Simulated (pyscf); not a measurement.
PySCF, gas phase, ωB97X-D3(BJ)/def2-SVP geometries.

Q: PBE/def2-TZVP puts the barrier of H₂N–SiH₂–NH–SiH(NH₂)–OH + H₂ -> H₂N–SiH₂–NH–SiH₂–NH₂ + H₂O (four-centre exchange; singlet surface; O–Si, H–H broken, H–Si, H–O formed) at 211.7 kJ/mol and the reaction energy at +107.6 kJ/mol, from the separated reactants. What do PBE0-D3(BJ)/def2-TZVP, M06-2X/def2-TZVP, ωB97M-D3(BJ)/def2-TZVP give on the same structures?

A: PBE0-D3(BJ): ΔE‡ = 219.1 kJ/mol, ΔE = +107.7 kJ/mol; M06-2X: ΔE‡ = 245.0 kJ/mol, ΔE = +122.9 kJ/mol; ωB97M-D3(BJ): ΔE‡ = 230.7 kJ/mol, ΔE = +111.6 kJ/mol. PBE's barrier lies under all of them, by 7.3 to 33.2 kJ/mol. Its reaction energy matches one of them and lies within 15.3 kJ/mol of the others. On the product side the descent ends in a bound adduct (not fully relaxed), 34.4 kJ/mol under the separated species and 156.9 kJ/mol under the saddle at ωB97X-D3(BJ)/def2-TZVP. One saddle was located; it need not be the lowest between these sides.
